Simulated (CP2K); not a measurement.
# Pade/SZV-MOLOPT-SR-GTH (core potential) run of C2H2F2 (vinylidene fluoride)

Aim: the energy change on altering one bond length of C2H2F2 (vinylidene fluoride) at Pade/SZV-MOLOPT-SR-GTH (core potential), from 2 runs. 

The results are computed with CP2K 2026.2.

1 further run of the same task is left out (set aside as unsound or not needed).

## Step 1: The system as given

The species is C2H2F2 (6 atoms), meant as a singlet with charge 0. As SMILES, `C=C(F)F`. The shape is that of a PBE0-D4/def2-TZVP optimisation.

Bond lengths: C1–C2 1.315 Å, C2–F3 1.313 Å, C2–F4 1.313 Å, C1–H5 1.079 Å, C1–H6 1.079 Å. Angles: C1–C2–F3 125.2°, C1–C2–F4 125.2°, F3–C2–F4 109.6°, C2–C1–H5 119.7°, C2–C1–H6 119.7°, H5–C1–H6 120.6°.

## Step 2: The energy at Pade/SZV-MOLOPT-SR-GTH (core potential)

mol.inp reads:

```
&FORCE_EVAL
 METHOD QUICKSTEP
 &DFT
  BASIS_SET_FILE_NAME BASIS_MOLOPT
  POTENTIAL_FILE_NAME GTH_POTENTIALS
  &QS
   METHOD GPW
   EPS_DEFAULT 1.0E-10
  &END QS
  # real-space grids
  &MGRID
   CUTOFF 400
   REL_CUTOFF 50
   NGRIDS 4
  &END MGRID
  # no periodic images
  &POISSON
   PERIODIC NONE
   POISSON_SOLVER MULTIPOLE
  &END POISSON
  # SCF settings
  &SCF
   SCF_GUESS ATOMIC
   EPS_SCF 1.0E-06
   MAX_SCF 150
   ADDED_MOS 5
   &DIAGONALIZATION
    ALGORITHM STANDARD
   &END DIAGONALIZATION
   &MIXING
    METHOD DIRECT_P_MIXING
    ALPHA 0.4
   &END MIXING
  &END SCF
  # functional
  &XC
   &XC_FUNCTIONAL PADE
   &END XC_FUNCTIONAL
  &END XC
  # extra output
  &PRINT
   &MOMENTS
    PERIODIC F
    REFERENCE COM
    MAX_MOMENT 1
   &END MOMENTS
   &MO ON
    ENERGIES T
    OCCUPATION_NUMBERS T
    NDIGITS 6
    &EACH
     QS_SCF 0
    &END EACH
    ADD_LAST NUMERIC
   &END MO
   &HIRSHFELD OFF
   &END HIRSHFELD
  &END PRINT
 &END DFT
 # atoms, cell and kinds
 &SUBSYS
  # vacuum box
  &CELL
   ABC 8.7 9.7 10.1
   PERIODIC NONE
  &END CELL
  &COORD
   C     -0.115900     0.471000    -0.544400
   C      0.105000    -0.394600     0.420100
   F     -0.454900    -0.363600     1.607600
   F      0.919200    -1.422100     0.343000
   H      0.394200     0.360600    -1.488400
   H     -0.805600     1.284800    -0.384200
  &END COORD
  &TOPOLOGY
   &CENTER_COORDINATES
   &END CENTER_COORDINATES
  &END TOPOLOGY
  &KIND C
   BASIS_SET SZV-MOLOPT-SR-GTH-q4
   POTENTIAL GTH-PADE-q4
  &END KIND
  &KIND F
   BASIS_SET SZV-MOLOPT-SR-GTH-q7
   POTENTIAL GTH-PADE-q7
  &END KIND
  &KIND H
   BASIS_SET SZV-MOLOPT-SR-GTH-q1
   POTENTIAL GTH-PADE-q1
  &END KIND
 &END SUBSYS
&END FORCE_EVAL

&GLOBAL
 PROJECT_NAME mol
 RUN_TYPE ENERGY
 PRINT_LEVEL MEDIUM
&END GLOBAL
```

Run with:

```sh
$ OMP_NUM_THREADS=1 cp2k.psmp -i mol.inp -o mol.out
```

Log, cut to the lines that bear on the results:

```text
CP2K| version string:                                       CP2K version 2026.2
[...]
 GLOBAL| Method name                                                        CP2K
[...]
 GLOBAL| Run type                                                         ENERGY
[...]
 DFT| Spin restricted Kohn-Sham (RKS) calculation                            RKS
 DFT| Multiplicity                                                             1
[...]
 DFT| Charge                                                                   0
[...]
 FUNCTIONAL| PADE:
 QS| Method:                                                                 GPW
[...]
 QS| Density cutoff [a.u.]:                                                200.0
[...]
 QS| Relative density cutoff [a.u.]:                                        25.0
[...]
                             - Atoms:                                          6
[...]
                             - Spherical basis functions:                     18
[...]
 Number of electrons:                                                         24
[...]
     1 P_Mix/Diag. 0.40E+00    0.2     1.57117500       -60.3804272218 -6.04E+01
[...]
    14 DIIS/Diag.  0.20E-06    0.3     0.00000026       -60.7674122644 -2.09E-12
  *** SCF run converged in    14 steps ***
[...]
  Overlap energy of the core charge distribution:               0.00000466496215
  Self energy of the core charge distribution:               -155.20773737060188
  Core Hamiltonian energy:                                     45.38198824816786
  Hartree energy:                                              62.28868065455677
  Exchange-correlation energy:                                -13.23034846143958
  Total energy:                                               -60.76741226435468
[...]
                     Mulliken Population Analysis
 #  Atom  Element  Kind  Atomic population                           Net charge
       1     C        1          4.245013                             -0.245013
       2     C        1          3.542738                              0.457262
       3     F        2          7.266829                             -0.266829
       4     F        2          7.266737                             -0.266737
       5     H        3          0.839372                              0.160628
       6     H        3          0.839311                              0.160689
 # Total charge                             24.000000                  0.000000
[...]
  Dipole moment [Debye]
    X= -0.3575566E+00 Y=  0.1400697E+01 Z= -0.1561146E+01  Total=      2.1276691
 ENERGY| Total FORCE_EVAL ( QS ) energy [hartree]            -60.767412264354675
[...]
```

Run time: 5.1 s. Hardware: 1 thread of Arm Neoverse V1, shared host; peak memory 0.64 GiB.

## Step 3: The distorted shape at the same level

mol.inp reads:

```
&GLOBAL
 PROJECT mol
 RUN_TYPE ENERGY
 PRINT_LEVEL MEDIUM
&END GLOBAL

&FORCE_EVAL
 METHOD Quickstep
 &DFT
  BASIS_SET_FILE_NAME BASIS_MOLOPT
  POTENTIAL_FILE_NAME GTH_POTENTIALS
  CHARGE 0
  MULTIPLICITY 1
  &QS
   METHOD GPW
   EPS_DEFAULT 1.0E-10
  &END QS
  &MGRID
   CUTOFF 400
   REL_CUTOFF 50
   NGRIDS 4
  &END MGRID
  &POISSON
   PERIODIC NONE
   POISSON_SOLVER MULTIPOLE
  &END POISSON
  &SCF
   SCF_GUESS ATOMIC
   EPS_SCF 1.0E-06
   MAX_SCF 80
   ADDED_MOS 3
   &DIAGONALIZATION
    ALGORITHM STANDARD
   &END DIAGONALIZATION
   &MIXING
    METHOD BROYDEN_MIXING
    ALPHA 0.4
    NBUFFER 4
   &END MIXING
  &END SCF
  &XC
   &XC_FUNCTIONAL PADE
   &END XC_FUNCTIONAL
  &END XC
  &PRINT
   &MOMENTS
    PERIODIC F
    REFERENCE COM
    MAX_MOMENT 1
   &END MOMENTS
   &MO ON
    ENERGIES T
    OCCUPATION_NUMBERS T
    NDIGITS 6
    &EACH
     QS_SCF 0
    &END EACH
    ADD_LAST NUMERIC
   &END MO
   &HIRSHFELD OFF
   &END HIRSHFELD
  &END PRINT
 &END DFT
 &SUBSYS
  &CELL
   ABC [angstrom] 8.7 9.7 10.5
   PERIODIC NONE
  &END CELL
  &COORD
   UNIT bohr
   C      0.0983867     0.8724866    -1.7019554
   C      0.5158272    -0.7632604     0.1206855
   F     -0.8596364    -0.6871044     3.0379237
   F      2.0544422    -2.7049540    -0.0250124
   H      1.0623360     0.6638608    -3.4858568
   H     -1.2049574     2.4103457    -1.3992213
  &END COORD
  &TOPOLOGY
   &CENTER_COORDINATES
   &END CENTER_COORDINATES
  &END TOPOLOGY
  &KIND C
   BASIS_SET SZV-MOLOPT-SR-GTH-q4
   POTENTIAL GTH-PADE-q4
  &END KIND
  &KIND F
   BASIS_SET SZV-MOLOPT-SR-GTH-q7
   POTENTIAL GTH-PADE-q7
  &END KIND
  &KIND H
   BASIS_SET SZV-MOLOPT-SR-GTH-q1
   POTENTIAL GTH-PADE-q1
  &END KIND
 &END SUBSYS
&END FORCE_EVAL
```

Run with:

```sh
$ OMP_NUM_THREADS=1 cp2k.psmp -i mol.inp -o mol.out
```

Log, cut to the lines that bear on the results:

```text
CP2K| version string:                                       CP2K version 2026.2
[...]
 GLOBAL| Method name                                                        CP2K
[...]
 GLOBAL| Run type                                                         ENERGY
[...]
 DFT| Spin restricted Kohn-Sham (RKS) calculation                            RKS
 DFT| Multiplicity                                                             1
[...]
 DFT| Charge                                                                   0
[...]
 FUNCTIONAL| PADE:
 QS| Method:                                                                 GPW
[...]
 QS| Density cutoff [a.u.]:                                                200.0
[...]
 QS| Relative density cutoff [a.u.]:                                        25.0
[...]
                             - Atoms:                                          6
[...]
                             - Spherical basis functions:                     18
[...]
 Number of electrons:                                                         24
[...]
     1 NoMix/Diag. 0.40E+00    0.2     1.51035129       -60.1830437267 -6.02E+01
[...]
    19 Broy./Diag. 0.40E+00    0.4     0.00000096       -60.7561772497 -1.16E-05
  *** SCF run converged in    19 steps ***
[...]
  Overlap energy of the core charge distribution:               0.00000464634035
  Self energy of the core charge distribution:               -155.20773737060188
  Core Hamiltonian energy:                                     44.98909872938839
  Hartree energy:                                              62.55863141864783
  Exchange-correlation energy:                                -13.09617467352312
  Total energy:                                               -60.75617724974841
[...]
  Dipole moment [Debye]
    X=  0.1392380E+00 Y=  0.1430294E+01 Z= -0.2709175E+01  Total=      3.0667180
 ENERGY| Total FORCE_EVAL ( QS ) energy [hartree]            -60.756177249748411
[...]
```

It took 8.1 s on 1 thread of Arm Neoverse V1, shared host; peak memory 0.98 GiB.

## Step 4: Summary of results

Level: Pade/SZV-MOLOPT-SR-GTH (core potential).

| quantity | value |
| --- | --- |
| first shape: total energy | -60.76741 Eh |
| first shape: dipole moment | 2.13 D |
| first shape: HOMO energy | -6.68 eV |
| first shape: LUMO energy | -0.33 eV |
| first shape: HOMO–LUMO gap | 6.35 eV |
| distorted shape: total energy | -60.75618 Eh |
| distorted shape: dipole moment | 3.07 D |
| distorted shape: HOMO energy | -7.12 eV |
| distorted shape: LUMO energy | -1.99 eV |
| distorted shape: HOMO–LUMO gap | 5.13 eV |
| energy change with the C2–F3 bond stretched from 1.313 to 1.707 Å | 0.306 eV |

**Reading.** With the C2–F3 bond stretched from 1.313 to 1.707 Å the energy rises by 0.31 eV (29.5 kJ/mol). The first shape isn't relaxed at this level, so the change isn't measured from a minimum. The minimal basis adds a large error of its own.
